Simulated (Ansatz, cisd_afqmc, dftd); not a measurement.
Barrier from O (triplet) + HCl (SMILES Cl) to the saddle point below; all geometries are those of the HTBH38 set.
```xyz
3

Cl     0.0188    -0.8173     0.0000
H     -0.4705     0.5695     0.0000
O      0.0188     1.6656     0.0000
```
Charge 0, spin multiplicity 3.

Wanted: barrier height (electronic, no zero-point energy), in kcal/mol. UHF or UKS for unpaired electrons; spin-orbit terms are left out. Correlated methods leave the cores frozen. Rows without X2C or -DK are non-relativistic. AFQMC is phaseless with a CISD trial state; ± is one standard error, without the phaseless bias. Outlying blocks are dropped, and bars are widened where a walk drifts. Over all cases where full CI ran beside it in this data, AFQMC minus full CI had a median of +0.1 mEh and passed +0.4 mEh in a tenth of the cases. CBS(X,Y): correlation extrapolated as X^-3, Hartree-Fock from the larger set. A bracket is a step between two methods taken in the basis named. Functionals run without relativity, which enters their misses. 'core' is core correlation in cc-pwCVTZ (1s frozen past Ne), 'X2C' scalar relativity in cc-pVTZ-DK, both at CCSD(T). The UHF reference of ClHO (saddle point or complex, triplet) is spin-contaminated (<S^2> up to 0.03 over the pure value in the sets run).

Published benchmark value: 9.8 kcal/mol (Zhao et al., J. Phys. Chem. A 109, 2012 (2005), HTBH38), a best estimate, not a measurement.

| level | program | barrier height (kcal/mol) | difference against that value |
|---|---|---|---|
| HF/aug-cc-pV(Q+d)Z | Ansatz | 32.9 | 23.1 |
| PBE-D3(BJ)/def2-TZVPD | Ansatz + dftd3 | -10.4 | -20.2 |
| r2SCAN-D3(BJ)/def2-TZVPD | Ansatz + dftd3 | -3.5 | -13.3 |
| r2SCAN-D4/def2-TZVPD | Ansatz + dftd4 | -3.5 | -13.3 |
| B3LYP-D4/def2-TZVPD | Ansatz + dftd4 | 0.8 | -9.0 |
| B3LYP/def2-TZVPD | Ansatz | 1.5 | -8.3 |
| CAM-B3LYP-D3(BJ)/def2-TZVPD | Ansatz + dftd3 | 4.4 | -5.4 |
| wB97X-V/def2-TZVPD | Ansatz | 7.3 | -2.5 |
| MP2/aug-cc-pV(T+d)Z | Ansatz | 15.8 | 6.0 |
| CCSD/aug-cc-pV(Q+d)Z | Ansatz | 14.4 | 4.6 |
| CCSD(T)/aug-cc-pV(T+d)Z | Ansatz | 11.0 | 1.2 |
| AFQMC/CISD/aug-cc-pV(T+d)Z | cisd_afqmc | 10.9 ± 0.3 | 1.1 |
| CCSD(T)/CBS(aug-cc-pV(T+d)Z,aug-cc-pV(Q+d)Z) + [AFQMC/CISD - CCSD(T)]/aug-cc-pV(T+d)Z + core + X2C | Ansatz + cisd_afqmc | 10.2 ± 0.3 | 0.4 |
| CCSD(T)/CBS(aug-cc-pV(T+d)Z,aug-cc-pV(Q+d)Z) + [CCSDT(Q) - CCSD(T)]/aug-cc-pV(D+d)Z + core + X2C | Ansatz | 9.1 | -0.7 |

Ansatz is a first-principles code.
